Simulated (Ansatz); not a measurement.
Below is the output of a Python script on Ansatz 0.2.0 through its Python package that makes a single point in a Gaussian basis of C3H6N2O, SMILES CN(C=N)C=O. Write a script that gives it. Level of theory: B3LYP, cc-pVDZ basis, multiplicity 1.

Output of `python energy_c3h6n2o.py`:
```text
E = -8235.118646 eV = -302.6350283 Ha
converged: True  doubts: none
mean field: -302.6350283 Ha, <S^2> = 0.0000, stability: minimum
forces (eV/A)
  C     0.0999   -0.1816   -0.1213
  N    -0.2528    0.6185   -1.1173
  C    -1.7080    3.9289    0.6513
  N     0.5536   -1.4624    0.0685
  C    -3.5673   -1.4490    2.8654
  O     3.1068   -0.0222   -0.7229
  H    -0.2599    0.1402   -0.2787
  H    -0.1863   -0.2616    0.1517
  H     0.3274    0.1090    0.0488
  H     0.2754   -0.4951   -0.2495
  H     0.5792   -0.9766   -0.7858
  H     1.0320    0.0519   -0.5102
dipole moment 4.548 D
Mulliken: [('C', 0.053), ('N', -0.255), ('C', 0.131), ('N', -0.173), ('C', 0.231), ('O', -0.273), ('H', 0.045), ('H', 0.044), ('H', 0.045), ('H', 0.032), ('H', 0.104), ('H', 0.015)]
```

The script that was run (others could print the same):

`energy_c3h6n2o.py`:
```python
# -*- coding: utf-8 -*-
import warnings

import ansatz
import numpy as np
from rdkit import Chem
from rdkit.Chem import AllChem

SETTINGS = {
    "basis_set": "cc-pVDZ",
    "functional": "b3lyp",
}

warnings.simplefilter("ignore", ansatz.DeckWarning)

rd = Chem.AddHs(Chem.MolFromSmiles("CN(C=N)C=O"))
AllChem.EmbedMolecule(rd, randomSeed=823)
AllChem.UFFOptimizeMolecule(rd)
system = ansatz.Crystal.molecule()
for atom, xyz in zip(rd.GetAtoms(), rd.GetConformer().GetPositions()):
    system = system.atom(atom.GetSymbol(), xyz.round(5).tolist())

calculation = (
    system.calculation()
    .basis(gaussian=SETTINGS["basis_set"])
    .functional(SETTINGS["functional"])
    .forces()
)
outcome = calculation.run(threads=1, backend="cpu")
report = outcome.report

print(f"E = {report['free_energy_ev']:.6f} eV = {report['free_energy_ev'] / 27.211386246:.7f} Ha")
print("converged:", report["converged"], " doubts:", report["published_state_doubts"] or "none")

state = report["mean_field"]["state"]
print(f"mean field: {state['energy']['hartree']:.7f} Ha, <S^2> = {abs(state['spin_squared']):.4f}, stability: {state.get('stability', {}).get('kind')}")

symbols = [site.symbol for site in system.cartesian_sites]
print("forces (eV/A)")
for symbol, f in zip(symbols, report["forces_ev_ang"]):
    print(f"  {symbol:2s} {f[0]:9.4f} {f[1]:9.4f} {f[2]:9.4f}")

charges = report["charge_distribution"]
print("dipole moment", round(4.803205 * float(np.linalg.norm(charges["dipole_moment_e_ang"])), 3), "D")
print("Mulliken:", [(s, round(q, 3)) for s, q in zip(symbols, charges["mulliken_charges_e"])])
```

What to keep in mind:
- Total energies depend on the basis set; only differences at equal settings carry meaning.
- The geometry is a force-field or estimated start, not a minimum of this method, and the basis set is short of its limit.
- b3lyp holds the VWN-RPA fit, as in Gaussian; the form of ORCA and Turbomole is b3lyp5.
- It ran for 6.5 s on 1 thread of Intel(R) Xeon(R) Platinum 8259CL CPU @ 2.50GHz (Skylake/Cascade Lake), on a shared host, peak memory 0.35 GiB.
